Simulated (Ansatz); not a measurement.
**[BF2]+ (SMILES F[B+]F) at SVWN5/cc-pVTZ**

Aim: the vertical singlet–triplet gap of [BF2]+ at SVWN5/cc-pVTZ, from 2 runs. 

The results are computed with Ansatz 0.2.0.

6 further runs of the same task are left out: 3 that didn't finish, 3 set aside as unsound or not needed.

## (1) The structure to begin with

[BF2]+ has 3 atoms, charge +1, and is taken as a singlet. As SMILES, `F[B+]F`. The coordinates come from a PBE0-D4/def2-TZVP relaxation.

Bond lengths: F1–B2 1.226 Å, B2–F3 1.226 Å. Angles: F1–B2–F3 180.0°.

## (2) A single-point energy at SVWN5/cc-pVTZ

input.yaml reads:

```yaml
crystal:
  periodic: [false, false, false]
  atoms:
    - {symbol: F, position_ang: [0.329710, 1.140520, 0.307700]}
    - {symbol: B, position_ang: [0.000000, -0.000000, 0.000000]}
    - {symbol: F, position_ang: [-0.329720, -1.140520, -0.307700]}
basis:
  gaussian: {orbitals: cc-pVTZ}
total_charge: 1
hamiltonian: {xc: {name: SVWN5}}
accuracy: high
output: {orbitals: {seedname: orbitals}}
```

Command:

```
$ ansatz run input.yaml --threads 1 --pin off --max-ram 3480MiB --events-out events.jsonl --progress --plain --runs-dir runs
```

Output:

```text
Warning: RAYON_NUM_THREADS=1 ignored (pool sized by the plan → 1); use --threads N
Functional definition: SVWN5
  name "SVWN5"
  exchange = slater_x
  correlation = vwn5_c
1354 factors; integrals over basis functions are off by at most 4.1e-9 eV
mean field evaluation 1: about -6050.3703 eV, gradient 1.0e2 eV
mean field evaluation 2: about -5999.2371 eV, gradient 2.1e2 eV
mean field evaluation 4: about -6062.8620 eV, gradient 3.7e0 eV
mean field evaluation 8: about -6062.8811 eV, gradient 1.0e-2 eV
mean field evaluation 16: about -6062.8811 eV, gradient 4.6e-8 eV
mean field -6062.88113343 eV, -222.8067720850 hartree, gradient 2.1e-8 eV, S^2 0.000000; 0 other end points of the search recorded, 0 dependent functions left out
reference -6062.88113625 eV, -222.8067721886 hartree; 11, 11 occupied and 79, 79 virtual orbitals, 1354 factors
Total energy: -6062.88113625 eV, -222.8067721886 hartree
```

Wall time 1.4 s (1 thread of Arm Neoverse V2, shared host); peak memory 0.15 GiB.

## (3) The triplet, same level

Edit input.yaml of step 2 so:

```diff
@@ -7,5 +7,10 @@
 basis:
-  gaussian: {orbitals: cc-pVTZ}
+  gaussian:
+    orbitals: cc-pVTZ
 total_charge: 1
-hamiltonian: {xc: {name: SVWN5}}
+magnetization:
+  spin_polarized: true
+  initial_magnetization: 2
+hamiltonian:
+  xc: {name: SVWN5}
 accuracy: high
```

Command:

```
$ ansatz run input.yaml --threads 1 --pin off --max-ram 3480MiB --events-out events.jsonl --progress --plain --runs-dir runs
```

Output:

```text
Warning: RAYON_NUM_THREADS=1 ignored (pool sized by the plan → 1); use --threads N
[... 4 set-up lines as earlier in the session ...]
1354 factors; integrals over basis functions are off by at most 4.1e-9 eV
mean field evaluation 1: about -6045.9330 eV, gradient 4.8e1 eV
mean field evaluation 2: about -6036.7522 eV, gradient 7.6e1 eV
mean field evaluation 4: about -6051.1676 eV, gradient 9.9e0 eV
mean field evaluation 8: about -6051.8172 eV, gradient 3.3e0 eV
mean field evaluation 16: about -6051.8503 eV, gradient 2.7e-4 eV
mean field evaluation 32: about -6051.5080 eV, gradient 7.9e0 eV
mean field evaluation 64: about -6051.8500 eV, gradient 2.9e-1 eV
mean field evaluation 96: about -6051.8503 eV, gradient 2.0e-2 eV
mean field evaluation 128: about -6051.6902 eV, gradient 2.9e-4 eV
mean field -6051.85027321 eV, -222.4013954490 hartree, gradient 2.5e-8 eV, S^2 2.001408; 14 other end points of the search recorded, 0 dependent functions left out
reference -6051.85027590 eV, -222.4013955479 hartree; 12, 10 occupied and 78, 80 virtual orbitals, 1354 factors
Total energy: -6051.85027590 eV, -222.4013955479 hartree
```

Wall time 18 s (1 thread of Arm Neoverse V2, shared host); peak memory 0.2 GiB.

## (4) What came out

Level: SVWN5/cc-pVTZ.

| quantity | value |
| --- | --- |
| singlet: total energy | -222.80677 Eh |
| singlet: HOMO energy | -20.82 eV |
| singlet: LUMO energy | -9.69 eV |
| singlet: HOMO–LUMO gap | 11.13 eV |
| triplet: total energy | -222.40140 Eh |
| triplet: HOMO energy (highest over α and β) | -10.21 eV |
| triplet: ⟨S²⟩ | 2.001 |
| vertical energy of the triplet above the singlet | 11.031 eV |

**Reading.** At this shape the triplet lies 11.03 eV (1064 kJ/mol) above the singlet.
